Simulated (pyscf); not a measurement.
This saddle point was located with ωB97X-D3(BJ)/def2-SVP in PySCF.

```
Si
F 1 1.6010
F 1 1.6011 2 117.83
F 1 1.6165 2 101.07 3 -108.92
F 1 1.8468 2 90.77 4 -159.86
H 5 1.1923 1 67.41 2 120.93
H 6 0.9956 5 141.52 1 0.04
```

Surface: singlet, charge 0. Lowest wavenumbers (cm⁻¹): 1134i, 149, 194, 322, 393.

Task: Name the species on either side of this saddle.

Result: F–SiH(F)–F + HF ⇌ F–Si(F)(F)–F + H₂, a four-centre exchange read from left to right: H–Si, F–H broken and F–Si, H–H formed. At ωB97M-D3(BJ)/def2-TZVP it lies +30.0 kcal/mol from the left side and +59.9 kcal/mol from the right (each side as separated species at their lowest minima found). One saddle was located; it need not be the lowest between these sides.
